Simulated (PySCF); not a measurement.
Estimate the missing entries of this data sheet.

Species: P₂H₄.
Structure used (PBE0-D3(BJ)/def2-SVP), in Å, numbered top down from 1:
```
atom  x, y, z in Å
P1    -0.2949   -0.1862   -1.0674
P2     0.2956    0.1852    1.0674
H3    -1.6817    0.0592   -0.8166
H4    -0.4541   -1.5939   -0.8696
H5     1.6829   -0.0575    0.8163
H6     0.4522    1.5933    0.8699
```

```tsv
property	level	value
point group	PBE0-D3(BJ)/def2-SVP	?
rotational constants A, B, C	PBE0-D3(BJ)/def2-SVP	?
dipole moment	B3LYP/def2-SVPD	?
HOMO energy	B3LYP/def2-SVPD	-6.69 eV
LUMO energy	B3LYP/def2-SVPD	?
lowest singlet excitation	TDDFT B3LYP/def2-SVPD	5.57 eV (223 nm, f = 0.204)
lowest triplet excitation (Tamm–Dancoff)	TDA B3LYP/def2-SVPD	?
static isotropic polarisability	B3LYP/def2-SVPD	57.5 au
vertical ionisation energy	ΔSCF B3LYP/def2-SVPD	?
electronic spatial extent ⟨r²⟩ about the centre of nuclear charge	B3LYP/def2-SVPD	251 bohr²
1H chemical shifts (computed TMS as zero) by class	GIAO PBE0/pcSseg-1	2.50 (H3/H4/H5/H6) ppm
isotropic shieldings of nuclei other than C and H, by class	GIAO PBE0/pcSseg-1	532 (P1/P2) ppm
core binding energies	ΔSCF SCAN, pcX-2 on the ionised atom, pcseg-1 elsewhere, spin-free X2C, 2p3/2 from a spin–orbit splitting computed afterwards within the 2p shell	?
```

Electronic properties: PySCF, gas phase, density fitting.

Problem. Give the vertical ionisation energy.

Solution. 9.06 eV.

Problem. What is the dipole moment?

Solution. 0.00 D.

Problem. Give the lowest triplet excitation (Tamm–Dancoff).

Solution. 4.34 eV.

Problem. Give the rotational constants A, B, C.

Solution. 63.730, 5.746, 5.705 GHz.

Problem. The point group?

Solution. C2h.

Problem. Give the LUMO energy.

Solution. -0.47 eV.

Problem. What are the core binding energies?

Solution. P2p3/2 136.7 (P1/P2), P1s 2150.3 (P1/P2) eV.

The rotational constants make it an asymmetric top with κ = (2B − A − C)/(A − C) = -1.00, nearer the prolate limit (−1). The 10 singlets span 5.57 to 8.31 eV, and their oscillator strengths add up to 0.43. The polarisability is 8.52 Å³ as a volume (1 au = 0.148185 Å³), or 1.69 au for each of the 34 electrons. The largest Löwdin shares of the HOMO are 0.42 on P1 and 0.42 on P2.

One conformer stands for the species.
